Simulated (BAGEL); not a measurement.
# singlet CH4FSi+: a chain of runs

We compute the energy (singlet CH4FSi+, HF/6-31G*), then a single-point energy (doublet CH4FSi, NEVPT2(3,3)/6-31G*), then the energy (doublet CH4FSi, CASPT2(3,3)/6-31G*) of CH4FSi. 

The results are computed with BAGEL 1.2.2.

## (1) The molecule

CH4FSi+: 7 atoms, total charge +1, spin state singlet. SMILES of the parent species: `[CH2][SiH2]F`. The Si2–H7 distance was set to 2.378 Å, away from the relaxed value. That shape belongs to the parent species and isn't relaxed for this state. At this shape a bond of the SMILES string is far longer than usual.

Bond lengths: C1–Si2 1.828 Å, Si2–F3 1.601 Å, C1–H4 1.085 Å, C1–H5 1.086 Å, Si2–H6 1.486 Å. Angles: C1–Si2–F3 109.0°, C1–Si2–H6 111.6°, F3–Si2–H6 107.8°, Si2–C1–H4 122.6°, Si2–C1–H5 122.3°, H4–C1–H5 115.1°. A long bond or contact: Si2–H7 2.378 Å.

## (2) A single-point energy at HF/6-31G(d) (density fitting with svp-jkfit, spherical functions) (run 1)

Contents of input.json:

```json
{ "bagel": [

{
  "title": "molecule",
  "basis": "6-31gs.json",
  "df_basis": "svp-jkfit",
  "angstrom": "true",
  "geometry": [
    { "atom": "C", "xyz": [      -1.631153,       0.017216,      -0.229274 ] },
    { "atom": "Si", "xyz": [      -0.170653,      -0.421184,       0.779026 ] },
    { "atom": "F", "xyz": [      -0.106653,      -2.013384,       0.937026 ] },
    { "atom": "H", "xyz": [      -2.295253,      -0.729884,      -0.651974 ] },
    { "atom": "H", "xyz": [      -1.895253,       1.046816,      -0.451374 ] },
    { "atom": "H", "xyz": [      -0.249353,       0.166716,       2.141826 ] },
    { "atom": "H", "xyz": [       1.854000,       0.282500,      -0.251700 ] }
  ]
},

{ "title": "hf", "charge": 1 },

{ "title": "print", "file": "orbitals.molden", "orbitals": "true" }

]}
```

The basis set 6-31G* is read from a file made from the Basis Set Exchange's data (not shown).

On the command line:

```sh
BAGEL_NUM_THREADS=1 BAGEL input.json > input.out
```

Standard output:

```text
* using 1 threads per process

  ===============================================================
  ===============================================================

  *** Geometry ***

  { "atom" : "C", "xyz" : [     -3.082432,      0.032534,     -0.433265 ] },
  { "atom" : "Si", "xyz" : [     -0.322487,     -0.795922,      1.472146 ] },
  { "atom" : "F", "xyz" : [     -0.201545,     -3.804744,      1.770723 ] },
  { "atom" : "H", "xyz" : [     -4.337400,     -1.379281,     -1.232052 ] },
  { "atom" : "H", "xyz" : [     -3.581509,      1.978196,     -0.852973 ] },
  { "atom" : "H", "xyz" : [     -0.471209,      0.315048,      4.047465 ] },
  { "atom" : "H", "xyz" : [      3.503552,      0.533848,     -0.475644 ] },

  Number of auxiliary basis functions:      352

  Since a DF basis is specified, we compute 2- and 3-index integrals:
    o Being stored without compression. Storage requirement is 0.008 GB

  Number of basis functions:       54
  Number of electrons      :       33

    * METHOD: MOLECULE                             0.11

  *** RHF ***

  === Nuclear Repulsion ===
   105.1877219960

      * DIIS with orbital gradients will be used.

  === RHF iteration (6-31gs.json) ===
      0       -427.94631118          0.02462931           0.02
      1       -428.06512222          0.01553791           0.02
      2       -428.11744304          0.00262196           0.02
      3       -428.12136857          0.00075209           0.02
      4       -428.12187648          0.00035514           0.02
      5       -428.12200289          0.00009340           0.02
      6       -428.12200975          0.00003956           0.02
      7       -428.12201080          0.00002056           0.02
      8       -428.12201120          0.00000970           0.02
      9       -428.12201128          0.00000364           0.02
     10       -428.12201129          0.00000143           0.02
     11       -428.12201129          0.00000053           0.02
     12       -428.12201129          0.00000018           0.02
     13       -428.12201129          0.00000008           0.02
     14       -428.12201129          0.00000004           0.02
     15       -428.12201129          0.00000002           0.02
     16       -428.12201129          0.00000001           0.02
     17       -428.12201129          0.00000001           0.02
    * SCF iteration converged.

    * Permanent dipole moment:
           (    1.329440,    -1.862116,     1.097878) a.u.

    * METHOD: HF                                   0.47

    * METHOD: PRINT                                0.01

  ===============================================================
```

It took 1 s on 1 thread of AMD EPYC 7R43 (Zen 3), shared host; peak memory 0.14 GiB.

## (3) Doublet neutral CH4FSi: a single-point energy at NEVPT2(3,3)/6-31G(d) (density fitting with svp-jkfit, spherical functions) (run 2)

Contents of input.json:

```json
{ "bagel" : [

{
  "title" : "molecule",
  "basis" : "6-31gs.json",
  "df_basis" : "svp-jkfit",
  "angstrom" : true,
  "geometry" : [
    { "atom" : "C", "xyz" : [   -1.631153,    0.017216,   -0.229274 ] },
    { "atom" : "Si", "xyz" : [   -0.170653,   -0.421184,    0.779026 ] },
    { "atom" : "F", "xyz" : [   -0.106653,   -2.013384,    0.937026 ] },
    { "atom" : "H", "xyz" : [   -2.295253,   -0.729884,   -0.651974 ] },
    { "atom" : "H", "xyz" : [   -1.895253,    1.046816,   -0.451374 ] },
    { "atom" : "H", "xyz" : [   -0.249353,    0.166716,    2.141826 ] },
    { "atom" : "H", "xyz" : [    1.854000,    0.282500,   -0.251700 ] }
  ]
},
{ "title" : "hf", "charge" : 1 },
{ "title" : "casscf", "nstate" : 1, "nact" : 3, "nclosed" : 15, "nspin" : 1, "active" : [16, 17, 18], "maxiter" : 200, "natocc" : true },
{
  "title" : "nevpt2",
  "nstate" : 1,
  "nact" : 3,
  "nclosed" : 15,
  "nspin" : 1,
  "active" : [16, 17, 18],
  "maxiter" : 200,
  "natocc" : true,
  "ncore" : 7
},
{ "title" : "print", "file" : "orbitals.molden", "orbitals" : true }

]}
```

The basis set 6-31G* is read from a file made from the Basis Set Exchange's data (not shown).

On the command line:

```sh
BAGEL_NUM_THREADS=1 BAGEL input.json > input.out
```

Standard output:

```text
* using 1 threads per process

  ===============================================================
  ===============================================================

  *** Geometry ***

  { "atom" : "C", "xyz" : [     -3.082432,      0.032534,     -0.433265 ] },
  { "atom" : "Si", "xyz" : [     -0.322487,     -0.795922,      1.472146 ] },
  { "atom" : "F", "xyz" : [     -0.201545,     -3.804744,      1.770723 ] },
  { "atom" : "H", "xyz" : [     -4.337400,     -1.379281,     -1.232052 ] },
  { "atom" : "H", "xyz" : [     -3.581509,      1.978196,     -0.852973 ] },
  { "atom" : "H", "xyz" : [     -0.471209,      0.315048,      4.047465 ] },
  { "atom" : "H", "xyz" : [      3.503552,      0.533848,     -0.475644 ] },

  Number of auxiliary basis functions:      352

  Since a DF basis is specified, we compute 2- and 3-index integrals:
    o Being stored without compression. Storage requirement is 0.008 GB

  Number of basis functions:       54
  Number of electrons      :       33

    * METHOD: MOLECULE                             0.10

  *** RHF ***

  === Nuclear Repulsion ===
   105.1877219960

      * DIIS with orbital gradients will be used.

  === RHF iteration (6-31gs.json) ===
      0       -427.94631118          0.02462931           0.01
      1       -428.06512222          0.01553791           0.01
      2       -428.11744304          0.00262196           0.01
      3       -428.12136857          0.00075209           0.01
      4       -428.12187648          0.00035514           0.01
      5       -428.12200289          0.00009340           0.01
      6       -428.12200975          0.00003956           0.01
      7       -428.12201080          0.00002056           0.01
      8       -428.12201120          0.00000970           0.01
      9       -428.12201128          0.00000364           0.01
     10       -428.12201129          0.00000143           0.01
     11       -428.12201129          0.00000053           0.01
     12       -428.12201129          0.00000018           0.01
     13       -428.12201129          0.00000008           0.01
     14       -428.12201129          0.00000004           0.01
     15       -428.12201129          0.00000002           0.01
     16       -428.12201129          0.00000001           0.01
     17       -428.12201129          0.00000001           0.01
    * SCF iteration converged.

    * Permanent dipole moment:
           (    1.329440,    -1.862116,     1.097878) a.u.

    * METHOD: HF                                   0.32

  ---------------------------
      CASSCF calculation
  ---------------------------

    ==== Active orbitals : =====
         Orbital 16
         Orbital 17
         Orbital 18
    ============================

    * nstate   :      1
    * nclosed  :     15
    * nact     :      3
    * nvirt    :     36
  === CASSCF iteration (6-31gs.json) ===

    * Using the second-order algorithm

      0  0      -428.44726397     2.20e-02      0.01

      1  0      -428.49610622     1.75e-03      0.07

      2  0      -428.49725942     1.88e-04      0.07

      3  0      -428.49726674     3.60e-05      0.07

      4  0      -428.49726698     7.58e-06      0.07

      5  0      -428.49726699     1.72e-06      0.07

      6  0      -428.49726700     4.08e-07      0.07

      7  0      -428.49726700     9.84e-08      0.07

      8  0      -428.49726700     2.39e-08      0.06

      9  0      -428.49726700     5.83e-09      0.07

    * Second-order optimization converged. *

     guess   0:   closed 1..                  open .1.

  === FCI iteration ===

      0  0      -428.45516535     4.84e-02      0.00
      1  0      -428.49613026     7.02e-03      0.00
      2  0      -428.49720809     1.71e-03      0.00
      3  0      -428.49726534     3.39e-04      0.00
      4  0      -428.49726691     5.47e-05      0.00
      5  0      -428.49726698     2.01e-05      0.00
      6  0      -428.49726699     9.04e-06      0.00
      7  0 *    -428.49726700     6.26e-16      0.00

     * ci vector, state   0, <S^2> = 0.7500
       2a.    -0.9592586869
       .a2    -0.2460445789
       aba     0.0795285575
       .2a     0.0744127844
       a.2    -0.0571328725

    * METHOD: CASSCF                               0.67

    * freezing 7 orbitals

  === DF-NEVPT2 calculation ===

    * 3-index integral transformation done
    * assembly done

      NEVPT2 correlation energy:   -0.3447180585      0.04

          (+0)     -0.2802241162
          (+0)'    -0.0124753796
          (+1)     -0.0133123400
          (+1)'    -0.0002239758
          (+2)     -0.0003776019
          (-1)     -0.0357773157
          (-1)'    -0.0006367413
          (-2)     -0.0016905878

      NEVPT2 total energy:       -428.8419850537

    * METHOD: NEVPT2                               0.07

    * METHOD: PRINT                                0.01

  ===============================================================
```

Wall time 1.6 s (1 thread of AMD EPYC 7R43 (Zen 3), shared host); peak memory 0.14 GiB.

## (4) Doublet neutral CH4FSi: a single-point energy at CASPT2(3,3)/6-31G(d) (density fitting with svp-jkfit, spherical functions) (run 3)

Contents of job.json:

```json
{ "bagel": [

{
  "title": "molecule",
  "basis": "6-31gs.json",
  "df_basis": "svp-jkfit",
  "angstrom": true,
  "geometry": [
    { "atom": "C", "xyz": [   -1.631153,    0.017216,   -0.229274 ] },
    { "atom": "Si", "xyz": [   -0.170653,   -0.421184,    0.779026 ] },
    { "atom": "F", "xyz": [   -0.106653,   -2.013384,    0.937026 ] },
    { "atom": "H", "xyz": [   -2.295253,   -0.729884,   -0.651974 ] },
    { "atom": "H", "xyz": [   -1.895253,    1.046816,   -0.451374 ] },
    { "atom": "H", "xyz": [   -0.249353,    0.166716,    2.141826 ] },
    { "atom": "H", "xyz": [    1.854000,    0.282500,   -0.251700 ] }
  ]
},
{ "title": "hf", "charge": 1 },
{ "title": "casscf", "nstate": 1, "nact": 3, "nclosed": 15, "nspin": 1, "active": [16, 17, 18], "maxiter": 200, "natocc": true },
{ "title": "print", "file": "orbitals.molden", "orbitals": true },
{ "title": "smith", "method": "caspt2", "ms": true, "xms": true, "sssr": true, "shift": 0.2, "shift_imag": true, "ncore": 7 }

]}
```

The basis set 6-31G* is read from a file made from the Basis Set Exchange's data (not shown).

On the command line:

```sh
BAGEL_NUM_THREADS=1 BAGEL job.json > job.out
```

Standard output:

```text
* using 1 threads per process

  ===============================================================
  ===============================================================

  *** Geometry ***

  { "atom" : "C", "xyz" : [     -3.082432,      0.032534,     -0.433265 ] },
  { "atom" : "Si", "xyz" : [     -0.322487,     -0.795922,      1.472146 ] },
  { "atom" : "F", "xyz" : [     -0.201545,     -3.804744,      1.770723 ] },
  { "atom" : "H", "xyz" : [     -4.337400,     -1.379281,     -1.232052 ] },
  { "atom" : "H", "xyz" : [     -3.581509,      1.978196,     -0.852973 ] },
  { "atom" : "H", "xyz" : [     -0.471209,      0.315048,      4.047465 ] },
  { "atom" : "H", "xyz" : [      3.503552,      0.533848,     -0.475644 ] },

  Number of auxiliary basis functions:      352

  Since a DF basis is specified, we compute 2- and 3-index integrals:
    o Being stored without compression. Storage requirement is 0.008 GB

  Number of basis functions:       54
  Number of electrons      :       33

    * METHOD: MOLECULE                             0.12

  *** RHF ***

  === Nuclear Repulsion ===
   105.1877219960

      * DIIS with orbital gradients will be used.

  === RHF iteration (6-31gs.json) ===
      0       -427.94631118          0.02462931           0.02
      1       -428.06512222          0.01553791           0.02
      2       -428.11744304          0.00262196           0.02
      3       -428.12136857          0.00075209           0.02
      4       -428.12187648          0.00035514           0.02
      5       -428.12200289          0.00009340           0.02
      6       -428.12200975          0.00003956           0.02
      7       -428.12201080          0.00002056           0.02
      8       -428.12201120          0.00000970           0.02
      9       -428.12201128          0.00000364           0.02
     10       -428.12201129          0.00000143           0.02
     11       -428.12201129          0.00000053           0.02
     12       -428.12201129          0.00000018           0.02
     13       -428.12201129          0.00000008           0.02
     14       -428.12201129          0.00000004           0.02
     15       -428.12201129          0.00000002           0.02
     16       -428.12201129          0.00000001           0.02
     17       -428.12201129          0.00000001           0.02
    * SCF iteration converged.

    * Permanent dipole moment:
           (    1.329440,    -1.862116,     1.097878) a.u.

    * METHOD: HF                                   0.51

  ---------------------------
      CASSCF calculation
  ---------------------------

    ==== Active orbitals : =====
         Orbital 16
         Orbital 17
         Orbital 18
    ============================

    * nstate   :      1
    * nclosed  :     15
    * nact     :      3
    * nvirt    :     36
  === CASSCF iteration (6-31gs.json) ===

    * Using the second-order algorithm

      0  0      -428.44726397     2.20e-02      0.01

      1  0      -428.49610622     1.75e-03      0.13

      2  0      -428.49725942     1.88e-04      0.11

      3  0      -428.49726674     3.60e-05      0.12

      4  0      -428.49726698     7.58e-06      0.12

      5  0      -428.49726699     1.72e-06      0.12

      6  0      -428.49726700     4.08e-07      0.11

      7  0      -428.49726700     9.84e-08      0.10

      8  0      -428.49726700     2.39e-08      0.09

      9  0      -428.49726700     5.83e-09      0.09

    * Second-order optimization converged. *

     guess   0:   closed 1..                  open .1.

  === FCI iteration ===

      0  0      -428.45516535     4.84e-02      0.00
      1  0      -428.49613026     7.02e-03      0.00
      2  0      -428.49720809     1.71e-03      0.00
      3  0      -428.49726534     3.39e-04      0.00
      4  0      -428.49726691     5.47e-05      0.00
      5  0      -428.49726698     2.01e-05      0.00
      6  0      -428.49726699     9.04e-06      0.00
      7  0 *    -428.49726700     6.26e-16      0.00

     * ci vector, state   0, <S^2> = 0.7500
       2a.    -0.9592586869
       .a2    -0.2460445789
       aba     0.0795285575
       .2a     0.0744127844
       a.2    -0.0571328725

    * METHOD: CASSCF                               1.06

    * METHOD: PRINT                                0.02

  === SMITH program ===

    * freezing 7 orbitals

    * Approximate memory requirement for SMITH calulation per MPI process:
      o Storage requirement for T-amplitude, lambda, and residual is 0.00 GB
      o Storage requirement for MO integrals is 0.00 GB
    * Calculating and saving rdm4f

    * Zeroth order energy : state  0       -0.7984934534

    * CASPT2 iteration is performed using orthogonal basis

      -------------------------------------------  CASPT2 iteration  ---------------------------------------------------
       #      aibj      arbs      arbi      airj      risj      airs      arst      rist         Etot      error   time
      ------------------------------------------------------------------------------------------------------------------

       0  -0.27973  -0.00214  -0.03835  -0.01442  -0.00056  -0.01246  -0.00068  -0.00025   -0.3485950  0.0009492   0.04
       1  -0.27977  -0.00215  -0.03838  -0.01449  -0.00058  -0.01253  -0.00069  -0.00026   -0.3488483  0.0001163   0.03
       2  -0.27977  -0.00215  -0.03838  -0.01449  -0.00058  -0.01253  -0.00069  -0.00026   -0.3488520  0.0000175   0.03
       3  -0.27977  -0.00215  -0.03838  -0.01449  -0.00058  -0.01253  -0.00069  -0.00026   -0.3488521  0.0000027   0.03
       4  -0.27977  -0.00215  -0.03838  -0.01449  -0.00058  -0.01253  -0.00069  -0.00026   -0.3488521  0.0000004   0.03

      ------------------------------------------------------------------------------------------------------------------

    * CASPT2 energy : state  0     -428.8477696868
        w/o shift correction       -428.8461190926
        reference weight              0.9028332740

    * METHOD: SMITH                                0.23

  ===============================================================
```

Run time: 2.4 s. Hardware: 1 thread of AMD EPYC 7R43 (Zen 3), shared host; peak memory 0.14 GiB.

## (5) What came out

```
                                   quantity          value
             run 1, HF/6-31G*: total energy  -428.12201 Eh
              run 1, HF/6-31G*: HOMO energy      -15.87 eV
              run 1, HF/6-31G*: LUMO energy       -7.80 eV
            run 1, HF/6-31G*: HOMO–LUMO gap        8.07 eV
doublet neutral CH4FSi, run 2: total energy  -428.84199 Eh
doublet neutral CH4FSi, run 3: total energy  -428.84777 Eh
```
